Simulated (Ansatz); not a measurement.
Consider the substitution at a C–C bond: `CC/C(O)=C/F` + `C=N` → `C=N/C(O)=C/F` + `CC`.

Isolated molecules relaxed with PBE0-D4/def2-TZVP in Ansatz; ΔE leaves out vibrations. CBS: MP2 limit from def2 TZ/QZ plus the TZ coupled-cluster correction, frozen cores. This one scheme is used for every species. Double bonds are as drawn, so ΔE can hold a change between cis and trans. Functionals use def2-TZVPP. One conformer a species, not always the lowest.

`CC/C(O)=C/F`:

Z-matrix (Å, degrees):
```
C
C 1 1.524
H 1 1.091 2 110.9
H 1 1.092 2 110.8 3 -120.0
H 1 1.092 2 110.6 3 120.0
C 2 1.487 1 112.9 3 58.1
H 2 1.096 1 109.6 3 -62.5
H 2 1.093 1 110.5 3 179.8
C 6 1.328 2 123.4 1 117.4
O 6 1.355 2 114.1 1 -62.2
F 9 1.356 6 119.5 2 -179.6
H 9 1.079 6 126.2 2 0.5
H 10 0.964 6 108.5 2 179.0
```

`C=N`:

Z-matrix (Å, degrees):
```
C
N 1 1.261
H 1 1.096 2 124.9
H 1 1.092 2 118.8 3 -180.0
H 2 1.021 1 111.0 3 -0.0
```

`C=N/C(O)=C/F`:

Cartesian coordinates in Å:
```
C -0.153 -1.683 0.005
N 0.348 -0.738 -0.670
C 0.319 0.564 -0.188
O 1.435 1.280 -0.432
C -0.756 1.108 0.386
F -0.777 2.395 0.745
H -0.579 -1.543 1.003
H -0.163 -2.683 -0.423
H 2.014 0.719 -0.960
H -1.687 0.582 0.534
```

`CC`:

Z-matrix (Å, degrees):
```
C
C 1 1.519
H 1 1.093 2 111.4
H 1 1.093 2 111.4 3 120.0
H 1 1.093 2 111.4 3 -120.0
H 2 1.093 1 111.4 3 180.0
H 2 1.093 1 111.4 3 -60.0
H 2 1.093 1 111.4 3 60.0
```

| level | ΔE (kJ/mol) |
| --- | --- |
| ωB97X-V | 17.1 |
| ωB97M-V | 18.1 |
| SCS-MP2/def2-TZVPP | 20.5 |
| MP2/CBS(def2) | 19.9 |

(1) What does CCSD(T)/CBS give? (Estimate.)

Largest T1 diagnostic among the species: 0.014.

## Answers

(1) Ansatz gave: +21.1 kJ/mol. The listed levels differ from it by -4.0, -3.0, -0.6, -1.2 kJ/mol.

From PBE to PBE0 (25 % exact exchange), in def2-TZVPP and without D4, ΔE moves by +6.2 kJ/mol.
